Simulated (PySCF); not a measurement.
Molecule: `CC(C)CO`, C4H10O.

Molfile (atoms numbered from 1):
```
C4H10O
     RDKit          3D

 15 14  0  0  0  0  0  0  0  0999 V2000
    0.2515    1.4233   -0.3985 C   0  0  0  0  0  0  0  0  0  0  0  0
    0.1579   -0.0969   -0.4022 C   0  0  0  0  0  0  0  0  0  0  0  0
    1.4527   -0.7490    0.0633 C   0  0  0  0  0  0  0  0  0  0  0  0
   -1.0145   -0.5776    0.4383 C   0  0  0  0  0  0  0  0  0  0  0  0
   -2.2047   -0.0486   -0.0839 O   0  0  0  0  0  0  0  0  0  0  0  0
    1.0383    1.7765   -1.0829 H   0  0  0  0  0  0  0  0  0  0  0  0
    0.4937    1.7972    0.6112 H   0  0  0  0  0  0  0  0  0  0  0  0
   -0.7043    1.8703   -0.7054 H   0  0  0  0  0  0  0  0  0  0  0  0
   -0.0490   -0.4257   -1.4372 H   0  0  0  0  0  0  0  0  0  0  0  0
    2.3001   -0.4383   -0.5665 H   0  0  0  0  0  0  0  0  0  0  0  0
    1.3941   -1.8484    0.0264 H   0  0  0  0  0  0  0  0  0  0  0  0
    1.6911   -0.4604    1.1010 H   0  0  0  0  0  0  0  0  0  0  0  0
   -0.8518   -0.2601    1.4908 H   0  0  0  0  0  0  0  0  0  0  0  0
   -1.0289   -1.6871    0.4366 H   0  0  0  0  0  0  0  0  0  0  0  0
   -2.9262   -0.2751    0.5090 H   0  0  0  0  0  0  0  0  0  0  0  0
  1  2  1  0
  2  3  1  0
  2  4  1  0
  4  5  1  0
  1  6  1  0
  1  7  1  0
  1  8  1  0
  2  9  1  0
  3 10  1  0
  3 11  1  0
  3 12  1  0
  4 13  1  0
  4 14  1  0
  5 15  1  0
M  END
```

Geometry PBE0-D3(BJ)/def2-SVP throughout; GIAO in PySCF 2.14.0 with density-fitted response routines, gas phase, one conformer, non-relativistic; equivalent atoms averaged; basis pcSseg-1.

(1) How do the shifts δ (against TMS, H2O at the same level) depend on the functional? (ppm; last column core-seconds on shared hosts with different chips, so compare them loosely; the GGAs took longer than the global hybrids here, which isn't the general rule, and the cause wasn't traced)

(2) Which nucleus moves most, in ppm?

## Answers

(1) 
```tsv
functional	kind	C4	C2	C1/C3	O5	H13/H14	H9	H6/H7/H8/H10/H11/H12	H15	core-s
HF	Hartree–Fock	64.1	27.3	19.5	12.6	2.97	1.37	0.93	0.55	6.4
LDA	LDA	78.2	34.3	20.3	41.7	3.67	1.78	0.89	0.19	22
PBE	GGA	75.7	34.3	20.8	41.1	3.60	1.69	0.91	0.01	30
BLYP	GGA	77.4	36.2	21.6	45.3	3.62	1.68	0.94	0.05	27
BP86	GGA	75.6	34.2	20.9	38.0	3.60	1.68	0.92	0.01	25
OPBE	GGA	71.0	31.7	20.0	36.1	3.51	1.69	0.89	-0.08	30
KT2	GGA	73.8	34.0	20.3	37.5	3.55	1.68	0.91	0.03	27
KT3	GGA	72.3	33.9	20.5	39.4	3.50	1.67	0.91	-0.01	26
B97-D	GGA	74.2	34.3	21.1	38.1	3.58	1.68	0.95	0.09	26
B3LYP	global hybrid	74.3	33.9	21.0	36.1	3.43	1.61	0.93	0.15	16
PBE0	global hybrid	72.1	31.8	20.3	30.5	3.36	1.60	0.90	0.13	14
mPW1PW91	global hybrid	71.9	31.7	20.4	30.1	3.35	1.59	0.91	0.12	18
WP04	global hybrid	72.7	34.5	21.2	28.3	3.25	1.59	0.91	0.34	20
B97-2	global hybrid	71.4	31.9	20.4	30.3	3.37	1.61	0.92	0.12	21
BHandHLYP	global hybrid	70.4	31.3	20.4	26.5	3.22	1.54	0.92	0.31	22
CAM-B3LYP	range-separated hybrid	73.2	32.3	20.4	32.4	3.37	1.60	0.92	0.20	23
wB97X-D	range-separated hybrid	71.6	31.1	20.4	26.4	3.33	1.56	0.91	0.15	27
LC-wPBE	range-separated hybrid	70.0	29.0	19.5	23.1	3.27	1.55	0.90	0.14	43
```

(2) O5 (alcohol oxygen): from 12.6 ppm with HF to 45.3 ppm with BLYP. The smallest spread is 0.06 ppm, at H6/H7/H8/H10/H11/H12. Proton shifts span only some 12 ppm, so a few tenths of a ppm matter as much there as several ppm in carbon.
